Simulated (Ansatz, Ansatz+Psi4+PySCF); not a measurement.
```xyz
2

B     0.0000    0.0000    0.0000
O     0.0000    0.0000    1.2050
```

Basis set: cc-pVTZ (spherical functions). Frozen core: 2 orbitals. Correlation on ROHF uses semicanonical orbitals with singles. Charge 0, multiplicity 2.

Computed with Ansatz (development build ahead of 0.2.0); the reference of a correlated method needn't be the lowest determinant of its kind.

The atomization energy at this shape (free ground-state atoms in the same class of orbitals less the molecule, no zero-point energy) of doublet BO:

```json
{"method": "ROHF-CCSD", "atomization energy": "7.84 eV"}
```

Question: What does ROHF-CCSD(T) give?

Answer: 8.12 eV. Caution: the reference determinant was not shown to be the lowest.
